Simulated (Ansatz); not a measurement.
# PH₂+ (triplet): the correlation ladder at a displaced geometry (v1), cc-pVTZ

How much of the correlation energy of PH₂+ (triplet) does each wave-function method recover here?

The runs use Ansatz 0.2.0, Gaussian basis; cc-pVTZ, core rule «outside noble gas», up to 5 orbitals frozen.

The runs, in order: UHF; CCSD(T) on ROHF; CCSD(T) on UHF; BCCD(T) on ROHF; CISD as a restricted active space (open shells left free, so some higher excitations enter); CCSDT(Q) on ROHF; CCSDT(Q) on UHF; CASSCF and MRCISD+Q, 6 electrons in 6 orbitals; CASSCF and NEVPT4(SD), 6 electrons in 6 orbitals; CASSCF and NEVPT2, 6 electrons in 6 orbitals.

15 further runs of the same task are left out: 6 that didn't finish, 9 set aside as unsound or not needed. Runs told in other sessions of the task aren't counted.

### Step 1. The geometry

The geometry is a PBE0/def2-TZVP stationary point (not a proven minimum) with its atoms shifted at random (size 0.040 Å).

3 atoms, charge 1, spin multiplicity 3.

Atoms are counted from 1 here; the program's logs count them from 0.

Bond lengths: P1–H2 1.418 Å, P1–H3 1.392 Å. Angles: H2–P1–H3 120.4°.

### Step 2. UHF

Input file in.yaml:

```yaml
crystal:
  periodic: [false, false, false]
  atoms:
    - {symbol: P, position_ang: [-0.001415, -0.042639, 0.001983]}
    - {symbol: H, position_ang: [-0.002248, 0.625484, -1.248888]}
    - {symbol: H, position_ang: [0.045716, 0.684794, 1.187935]}
basis:
  gaussian: {orbitals: cc-pVTZ}
total_charge: 1
magnetization: {spin_polarized: true, initial_magnetization: 2}
hamiltonian: {xc: hf}
output: {orbitals: {seedname: orbitals}}
```

Command:

```sh
ansatz run in.yaml --threads 1 --pin off --events-out ev --progress --plain --max-ram 2393MiB
```

Further steps of the session: CCSD(T) on ROHF; CCSD(T) on UHF; BCCD(T) on ROHF; CISD as a restricted active space (open shells left free, so some higher excitations enter); CCSDT(Q) on ROHF; CCSDT(Q) on UHF; CASSCF and MRCISD+Q, 6 electrons in 6 orbitals; CASSCF and NEVPT4(SD), 6 electrons in 6 orbitals; CASSCF and NEVPT2, 6 electrons in 6 orbitals.

**Question.** What will the summary of the whole plan be? Wanted: UCCSDT(Q) from the RHF energy; RMP2 from UCCSDT(Q); UMP2 from UCCSDT(Q); RCCSD from UCCSDT(Q); RCCSD(T) from UCCSDT(Q); UCCSD(T) from UCCSDT(Q); RCCSDT(Q) from UCCSDT(Q); NEVPT2 valence from UCCSDT(Q); NEVPT4(SD) valence from UCCSDT(Q).

As calculated:

| quantity | value |
| --- | --- |
| UCCSDT(Q) from the ROHF energy | -3.5859 eV |
| RMP2 from UCCSDT(Q) | +757.7 meV |
| UMP2 from UCCSDT(Q) | +755.6 meV |
| RCCSD from UCCSDT(Q) | +126.9 meV |
| RCCSD(T) from UCCSDT(Q) | +26.4 meV |
| UCCSD(T) from UCCSDT(Q) | +24.5 meV |
| RCCSDT(Q) from UCCSDT(Q) | +1.9 meV |
| NEVPT2 valence from UCCSDT(Q) | +718.9 meV |
| NEVPT4(SD) valence from UCCSDT(Q) | +123.1 meV |
| MRCISD+Q valence from UCCSDT(Q) | +34.5 meV |
| levels within 1 kcal/mol (43 meV) | RCCSD(T), UCCSD(T), BCCD(T), RCCSDT, UCCSDT, RCCSDT(Q), MRCISD+Q valence |
| T1 diagnostic | 0.022 |
| effectively unpaired electrons | 2.01 |

**Reading.** RCCSD(T) misses by +26.4 meV, 0.7 % of the correlation energy. One determinant dominates. Of the multireference levels listed MRCISD+Q valence comes nearest in total energy (+34.5 meV), which doesn't show that its space is the better one. These misses are within one basis, not against nature; the frozen cores of restricted and unrestricted runs differ, which can shift their rows.

With open shells the CI space here admits some higher excitations, so it is larger than plain CISD.
